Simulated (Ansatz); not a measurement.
System: CH3O, net charge 0, doublet state. It need not be the lowest isomer of its formula. 
Geometry from a B3LYP-D3(BJ)/def2-TZVP (Ansatz, an electronic-structure program) optimisation:
```
C
O 1 1.3645
H 2 0.9632 1 109.87
H 1 1.0785 2 113.74 3 175.53
H 1 1.0823 4 121.49 2 153.15
```
Charge 0, spin multiplicity 2.

Quantity: atomisation energy (electronic, to ground-state atoms), in kcal/mol. Correlated levels leave the core frozen unless marked. Open shells are spin-unrestricted. Spin-orbit coupling is left out. No relativistic terms. The coupled-cluster limit lacks core correlation, which all-electron functionals hold. CBS marks a two-point X^-3 extrapolation of the correlation energy; Hartree-Fock from the larger set.

```csv
level,program,atomisation energy (kcal/mol)
HSE06-D4/def2-TZVPD,Ansatz + dftd4,410.8
CAM-B3LYP-D4/def2-TZVPD,Ansatz + dftd4,412.9
MP2/6-31G,Ansatz,332.9
MP2/cc-pVTZ,Ansatz,403.3
RI-MP2/def2-TZVPPD,Ansatz,405.5
```

Q: Predict the CCSD(T)/CBS(cc-pVTZ,cc-pVQZ) result (Ansatz).

A: 408.7 kcal/mol
